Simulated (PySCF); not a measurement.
P2H4.
SMILES with atom numbers: `[PH2:1][PH2:2]` (hydrogens: H3, H4 on P1; H5, H6 on P2)

Cartesian coordinates in Å at the GFN2-xTB level; atoms count from 1:
```
atom  x, y, z in Å
P1     0.4975    0.9021   -0.3160
P2    -0.4969   -0.9046    0.3037
H3     1.3561    0.9190    0.7839
H4     1.4368    0.2310   -1.0995
H5    -1.3636   -0.9153   -0.7900
H6    -1.4268   -0.2303    1.0963
```

Computed with TDDFT wB97X-D/def2-SVPD, vertical, gas phase, core orbitals frozen in the response in PySCF 2.14.0, density-fitted response routines.

Frontier orbitals with the atoms that hold most of them (Löwdin shares over 4%, at most four atoms; ? is withheld):

```
orbital  ε (eV)                           atoms
 LUMO+2    2.34    P2 37%, P1 37%, H5 6%, H6 6%
 LUMO+1    2.00    P2 32%, P1 32%, H6 9%, H3 9%
   LUMO    1.80                               ?
   HOMO       ?    P1 42%, P2 42%, H4 4%, H5 4%
 HOMO-1  -11.27                               ?
 HOMO-2  -11.68    P1 35%, P2 35%, H4 8%, H5 8%
 HOMO-3  -12.19  P1 25%, P2 25%, H4 12%, H5 12%
```

**Question.** Give the leading atoms of the LUMO.

**Answer.** P2 (bonded to P and 2 H) 40%; P1 (bonded to P and 2 H) 40%; H6 (bonded to P) 5%; H5 (bonded to P) 5%. By element: phosphorus 80%, hydrogen 10% or more.

**Question.** Which atoms hold the HOMO-1, and with what shares?

**Answer.** P2 (bonded to P and 2 H) 40%; P1 (bonded to P and 2 H) 39%; H6 (bonded to P) 5%; H3 (bonded to P) 5%. By element: phosphorus 79%, hydrogen 11% or more.

**Question.** What is the HOMO energy, and the HOMO–LUMO gap?

**Answer.** ε(HOMO) = -8.58 eV; the gap is 10.38 eV (0.3815 hartree).

**Question.** How does S1 compare with the orbital gap of 10.38 eV?

**Answer.** S1 is at 6.01 eV (f = 0.229), 4.38 eV below the gap, made of HOMO→LUMO (94%). 

**Question.** One configuration dominates each of S1, S2 and S8. Which, and how do the shares of the two leading atoms of either orbital change from the occupied to the empty one?

**Answer.** 
- S1 (6.01 eV, f 0.229), HOMO→LUMO (94%): P1 42% → 40%, P2 42% → 40%
- S2 (6.02 eV, f 0.0024), HOMO→LUMO+1 (97%): P1 42% → 32%, P2 42% → 32%
- S8 (8.68 eV, f 0.150), HOMO-1→LUMO+1 (74%): P2 40% → 32%, P1 39% → 32%

One conformer stands for the species.
